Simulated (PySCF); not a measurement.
**Löwdin shares of the frontier orbitals**

Compound: difluoromethyl isocyanide, C2HF2N.
Geometry (GFN2-xTB, Å), atoms numbered from 1 in this order:
```
atom  x, y, z in Å
C1     2.1219   -0.0283   -0.0661
N2     0.9604   -0.0158   -0.0009
C3    -0.4336    0.0005    0.0614
F4    -0.9124    1.1521   -0.4446
F5    -0.9481   -1.0014   -0.6752
H6    -0.7851   -0.1050    1.1038
```

The calculation used TDDFT CAM-B3LYP/def2-SVPD, vertical, gas phase, core orbitals frozen in the response (PySCF).

Frontier orbitals with the atoms that hold most of them (Löwdin shares over 4%, at most four atoms; ? is withheld):

```json
{"orbital": "LUMO+2", "ε (eV)": "1.46", "atoms": "C1 28%, C3 28%, N2 17%, H6 16%"}
{"orbital": "LUMO+1", "ε (eV)": "0.48", "atoms": "C1 49%, N2 29%, C3 8%, F5 6%"}
{"orbital": "LUMO", "ε (eV)": "0.46", "atoms": "C1 36%, N2 22%, C3 20%, H6 12%"}
{"orbital": "HOMO", "ε (eV)": "-11.18", "atoms": "?"}
{"orbital": "HOMO-1", "ε (eV)": "-12.67", "atoms": "?"}
{"orbital": "HOMO-2", "ε (eV)": "-12.91", "atoms": "N2 52%, C1 26%, F4 10%, F5 10%"}
{"orbital": "HOMO-3", "ε (eV)": "-13.71", "atoms": "F4 28%, F5 28%, N2 18%, C3 10%"}
```

Question: Give the leading atoms of the HOMO.

Answer: C1 (bonded to N) 81%; N2 (bonded to 2 C) 15%.

Question: Give the leading atoms of the HOMO-1.

Answer: N2 (bonded to 2 C) 42%; C1 (bonded to N) 23%; C3 (bonded to 2 F, N and H) 12%; H6 (bonded to C) 9%. By element: nitrogen 42%, carbon 35%, hydrogen 9%.

Question: How does S1 compare with the orbital gap of 11.64 eV?

Answer: S1 is at 7.70 eV (f = 0.063), 3.94 eV below the gap, made of HOMO→LUMO+1 (96%). Without the coupling terms of the response equations the lowest excitation would equal the gap.

Next come S2 at 7.88 eV (f 0.061), HOMO→LUMO (84%), HOMO→LUMO+2 (14%); S3 at 8.14 eV (f 0.0000), HOMO-1→LUMO+1 (76%), HOMO-2→LUMO (9%), HOMO-3→LUMO+1 (8%); S4 at 8.49 eV (f 0.0019), HOMO-2→LUMO+1 (47%), HOMO-1→LUMO (37%); S5 at 8.56 eV (f 0.0006), HOMO-2→LUMO (70%), HOMO-2→LUMO+2 (14%), HOMO-1→LUMO+1 (10%).
